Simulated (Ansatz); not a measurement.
in.yaml

```yaml
crystal:
  periodic: [false, false, false]
  atoms:
    - {symbol: Mn, position_ang: [0.000000, 0.000000, 3.623803]}
    - {symbol: C, position_ang: [0.000000, 0.000000, -0.782197]}
    - {symbol: H, position_ang: [0.000000, 0.890458, -1.420803]}
    - {symbol: H, position_ang: [0.000000, -0.890458, -1.420802]}
basis:
  gaussian: {orbitals: STO-3G}
magnetization: {spin_polarized: false, initial_magnetization: 5}
correlation: {method: ccsd_t, frozen_orbitals: {Mn: 20}}
```

```sh
$ ansatz run in.yaml --threads 1 --pin off --events-out ev --progress --plain --max-ram 2393MiB
```

Task: One thing in this input was set wrong on purpose, beside settings that are merely unusual. What is the gravest fault, and what does the program do?

Result: Wrong frozen-orbital counts. How the run ends: refused.
```
Error: "frozen_orbitals" has no count for C
```
